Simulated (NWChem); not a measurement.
System: AlCl3; SMILES [Cl][Al]([Cl])[Cl]

Excerpt of the output:

```
             Northwest Computational Chemistry Package (NWChem) 7.3.0
             --------------------------------------------------------

 C3H symmetry detected

                             Geometry "geometry" -> ""
                             -------------------------

 Output coordinates in angstroms (scale by  1.889725989 to convert to a.u.)

  No.       Tag          Charge          X              Y              Z
 ---- ---------------- ---------- -------------- -------------- --------------
    1 Al                  13.0000     0.00000000     0.00000000     0.00000000
    2 Cl                  17.0000     0.52528194     2.02071888     0.00000000
    3 Cl                  17.0000     1.48735292    -1.46526694     0.00000000
    4 Cl                  17.0000    -2.01263486    -0.55545194     0.00000000

 Effective nuclear repulsion energy (a.u.)     294.9078004045

      Symmetry information
      --------------------

 Group name             C3h
 Group number             22
 Group order               6
 No. of unique centers     2

                                 NWChem DFT Module
                                 -----------------

 Summary of "ao basis" -> "ao basis" (spherical)
 ------------------------------------------------------------------------------
       Tag                 Description            Shells   Functions and Types
 ---------------- ------------------------------  ------  ---------------------
 Al                          6-31g*                  8       18   4s3p1d
 Cl                          6-31g*                  8       18   4s3p1d

      Symmetry analysis of basis
      --------------------------

        a'         18
        e'+        17
        e'-        17
        a"          8
        e"+         6
        e"-         6

  Rotation of axis

            General Information
            -------------------
          SCF calculation type: DFT
          Wavefunction type:  closed shell.
          No. of atoms     :     4
          No. of electrons :    64
           Alpha electrons :    32
            Beta electrons :    32
          Charge           :     0
          Spin multiplicity:     1
          Use of symmetry is: on ; symmetry adaption is: on
          Maximum number of iterations: 150
          AO basis - number of functions:    72
                     number of shells:    32
          Convergence on energy requested:  1.00D-06
          Convergence on density requested:  1.00D-05
          Convergence on gradient requested:  5.00D-04

              XC Information
              --------------
                       M05-2X Method XC Functional
                     Hartree-Fock (Exact) Exchange  0.560
                M05-2X metaGGA Exchange Functional  0.440
                      M05-2X Correlation Potential  1.000

             Grid Information
             ----------------
          Grid used for XC integration:  medium
          Radial quadrature: Mura-Knowles
          Angular quadrature: Lebedev.
          Tag              B.-S. Rad. Rad. Pts. Rad. Cut. Ang. Pts.
          ---              ---------- --------- --------- ---------
          Al                  1.25       88           8.0       590
          Cl                  1.00       88          10.0       590
          Grid pruning is: on
          Number of quadrature shells:   176
          Spatial weights used:  Erf1

      Superposition of Atomic Density Guess
      -------------------------------------

 Sum of atomic energies:       -1620.21039885

      Non-variational initial energy
      ------------------------------

 Total energy =   -1620.857038
 1-e energy   =   -2829.817984
 2-e energy   =     914.053146
 HOMO         =      -0.442928
 LUMO         =      -0.024572

      Symmetry analysis of molecular orbitals - initial
      -------------------------------------------------

  Numbering of irreducible representations:

     1 a'          2 e'+         3 e'-         4 a"          5 e"+
     6 e"-

  Orbital symmetries:

     1 a'          2 e'+         3 e'+         4 a'          5 a'
     6 e'+         7 e'+         8 a'          9 e'+        10 e'+
    11 a"         12 e'+        13 e'+        14 a'         15 e"+
    16 e"+        17 a'         18 e'+        19 e'+        20 a"
    21 a'         22 e'+        23 e'+        24 a'         25 e'+
    26 e'+        27 a"         28 e'+        29 e'+        30 e"+
    31 e"+        32 a'         33 a'         34 a"         35 e'+
    36 e'+        37 a'         38 a"         39 e'+        40 e'+
    41 e'+        42 e'+

     ---------------------------------------------
      Total Density - Mulliken Population Analysis
     ---------------------------------------------

    Atom       Charge   Shell Charges
 -----------   ------   -------------------------------------------------------
    1 Al  13    11.74   2.00  2.00  5.97  0.67  0.74  0.08  0.08  0.20
    2 Cl  17    17.42   2.00  2.00  5.98  1.38  3.73  0.55  1.78  0.01
    3 Cl  17    17.42   2.00  2.00  5.98  1.38  3.73  0.55  1.78  0.01
    4 Cl  17    17.42   2.00  2.00  5.98  1.38  3.73  0.55  1.78  0.01

   convergence    iter        energy       DeltaE   RMS-Dens  Diis-err
 ---------------- ----- ----------------- --------- --------- ---------
 d= 0,ls=0.0,diis     1  -1623.0742997477 -1.92D+03  1.45D-02  3.88D-01
 d= 0,ls=0.0,diis     2  -1623.0963526893 -2.21D-02  6.76D-03  2.06D-01
 d= 0,ls=0.0,diis     3  -1623.1281487323 -3.18D-02  9.05D-04  3.85D-03
 d= 0,ls=0.0,diis     4  -1623.1288006375 -6.52D-04  1.43D-04  5.12D-05
 d= 0,ls=0.0,diis     5  -1623.1288105981 -9.96D-06  4.49D-05  5.30D-06
  Resetting Diis
 d= 0,ls=0.0,diis     6  -1623.1288118962 -1.30D-06  6.30D-06  5.80D-08
 d= 0,ls=0.0,diis     7  -1623.1288119194 -2.32D-08  8.25D-07  1.36D-09

         Total DFT energy =    -1623.128811919359
      One electron energy =    -2831.096664095496
           Coulomb energy =     1016.579612906937
    Exchange-Corr. energy =     -103.519561135271
 Nuclear repulsion energy =      294.907800404471

 Numeric. integr. density =       63.999999656261

                  Occupations of the irreducible representations
                  ----------------------------------------------

                     irrep           alpha         beta
                     --------     --------     --------
                     a'                9.0          9.0
                     e'+              16.0         16.0
                     e'-               0.0          0.0
                     a"                3.0          3.0
                     e"+               4.0          4.0
                     e"-               0.0          0.0

                       DFT Final Molecular Orbital Analysis
                       ------------------------------------

 Vector   30  Occ=2.000000D+00  E=-4.139667D-01  Symmetry=e"+
              MO Center= -4.6D-01, -9.0D-01,  3.1D-15, r^2= 4.3D+00
   Bfn.  Coefficient  Atom+Function         Bfn.  Coefficient  Atom+Function
  ----- ------------  ---------------      ----- ------------  ---------------
    63      0.533821  4 Cl pz                45     -0.471354  3 Cl pz
    67      0.303303  4 Cl pz                49     -0.267811  3 Cl pz
    59     -0.208286  4 Cl pz                41      0.183913  3 Cl pz
    17      0.070499  1 Al d  1              27     -0.062467  2 Cl pz
    31     -0.035492  2 Cl pz

 Vector   31  Occ=2.000000D+00  E=-4.139667D-01  Symmetry=e"+
              MO Center=  4.6D-01,  9.0D-01,  4.1D-16, r^2= 4.3D+00
   Bfn.  Coefficient  Atom+Function         Bfn.  Coefficient  Atom+Function
  ----- ------------  ---------------      ----- ------------  ---------------
    27      0.580338  2 Cl pz                45     -0.344267  3 Cl pz
    31      0.329733  2 Cl pz                63     -0.236071  4 Cl pz
    23     -0.226436  2 Cl pz                49     -0.195603  3 Cl pz
    41      0.134326  3 Cl pz                67     -0.134129  4 Cl pz
    59      0.092110  4 Cl pz                15      0.070499  1 Al d -1

 Vector   32  Occ=2.000000D+00  E=-3.967557D-01  Symmetry=a'
              MO Center= -7.5D-14, -6.8D-14, -1.2D-20, r^2= 5.5D+00
   Bfn.  Coefficient  Atom+Function         Bfn.  Coefficient  Atom+Function
  ----- ------------  ---------------      ----- ------------  ---------------
    25      0.417195  2 Cl px                62      0.415523  4 Cl py
    44     -0.307079  3 Cl py                43     -0.302513  3 Cl px
    29      0.231393  2 Cl px                66      0.230471  4 Cl py
    48     -0.170315  3 Cl py                47     -0.167793  3 Cl px
    21     -0.161624  2 Cl px                58     -0.160977  4 Cl py

 Vector   33  Occ=0.000000D+00  E=-2.969035D-02  Symmetry=a'
              MO Center=  8.9D-15,  2.3D-15,  2.8D-14, r^2= 4.6D+00
   Bfn.  Coefficient  Atom+Function         Bfn.  Coefficient  Atom+Function
  ----- ------------  ---------------      ----- ------------  ---------------
    10      1.253553  1 Al s                  6      0.468868  1 Al s
    28     -0.358753  2 Cl s                 46     -0.358753  3 Cl s
    64     -0.358753  4 Cl s                 30      0.299485  2 Cl py
    65     -0.298282  4 Cl px                26      0.245438  2 Cl py
    61     -0.244460  4 Cl px                47      0.220440  3 Cl px

 Vector   34  Occ=0.000000D+00  E=-2.302636D-02  Symmetry=a"
              MO Center= -7.1D-17, -3.2D-16, -2.9D-14, r^2= 3.9D+00
   Bfn.  Coefficient  Atom+Function         Bfn.  Coefficient  Atom+Function
  ----- ------------  ---------------      ----- ------------  ---------------
     9      0.677236  1 Al pz                13      0.576691  1 Al pz
    31     -0.231485  2 Cl pz                49     -0.231485  3 Cl pz
    67     -0.231485  4 Cl pz                27     -0.212477  2 Cl pz
    45     -0.212477  3 Cl pz                63     -0.212477  4 Cl pz
     5     -0.206905  1 Al pz                23      0.079961  2 Cl pz

 Vector   35  Occ=0.000000D+00  E= 9.079589D-02  Symmetry=e'+
              MO Center= -5.7D-02,  3.0D-01, -2.3D-17, r^2= 7.0D+00
   Bfn.  Coefficient  Atom+Function         Bfn.  Coefficient  Atom+Function
  ----- ------------  ---------------      ----- ------------  ---------------
    11      1.356126  1 Al px                46     -0.721567  3 Cl s
    12     -0.699276  1 Al py                64      0.555376  4 Cl s
    29     -0.329730  2 Cl px                 7      0.309601  1 Al px
    66      0.272683  4 Cl py                48     -0.259433  3 Cl py
    25     -0.227307  2 Cl px                42     -0.193919  3 Cl s

     ---------------------------------------------
      Total Density - Mulliken Population Analysis
     ---------------------------------------------

    Atom       Charge   Shell Charges
 -----------   ------   -------------------------------------------------------
    1 Al  13    12.40   2.00  2.00  5.97  0.78  1.20  0.01  0.13  0.32
    2 Cl  17    17.20   2.00  2.00  5.98  1.39  3.62  0.53  1.67  0.01
    3 Cl  17    17.20   2.00  2.00  5.98  1.39  3.62  0.53  1.67  0.01
    4 Cl  17    17.20   2.00  2.00  5.98  1.39  3.62  0.53  1.67  0.01

     -------------------------------------------
      Total Density - Lowdin Population Analysis
     -------------------------------------------

    Atom       Charge   Shell Charges
 -----------   ------   -------------------------------------------------------
    1 Al  13    12.72   2.00  1.97  5.89  0.52  1.12  0.21  0.53  0.48
    2 Cl  17    17.09   2.00  1.99  5.91  1.15  3.34  0.63  2.05  0.01
    3 Cl  17    17.09   2.00  1.99  5.91  1.15  3.34  0.63  2.05  0.01
    4 Cl  17    17.09   2.00  1.99  5.91  1.15  3.34  0.63  2.05  0.01

     Multipole analysis of the density
     ---------------------------------

     L   x y z        total         alpha         beta         nuclear
     -   - - -        -----         -----         ----         -------
     0   0 0 0     -0.000000    -32.000000    -32.000000     64.000000

     1   1 0 0     -0.000000     -0.000000     -0.000000      0.000000
     1   0 1 0     -0.000000     -0.000000     -0.000000      0.000000
     1   0 0 1      0.000000     -0.000000     -0.000000      0.000000

     2   2 0 0    -40.367329   -218.663885   -218.663885    396.960441
     2   1 1 0     -0.000000     -0.000000     -0.000000      0.000000
     2   1 0 1      0.000000      0.000000      0.000000     -0.000000
     2   0 2 0    -40.367329   -218.663885   -218.663885    396.960441
     2   0 1 1      0.000000      0.000000      0.000000     -0.000000
     2   0 0 2    -34.748232    -17.374116    -17.374116      0.000000
```

Level: M05-2X/6-31G* (spherical d). Geometry: optimised at B3LYP/6-31G* (spherical d).

Problem. Reconstruct the input file.

Solution. Several could match; the one computed here: the input that was run:
```
start job
memory heap 200 mb stack 900 mb global 1100 mb
geometry units angstroms noautoz
  Al     0.000000     0.000000     0.002297
  Cl    -2.037473     0.455994    -0.000159
  Cl     1.413639     1.536506    -0.000159
  Cl     0.623834    -1.992500    -0.000159
end
basis spherical
  Al library 6-31g*
  Cl library 6-31g*
end
dft
  xc m05-2x
  iterations 150
  mulliken
end
task dft energy
```
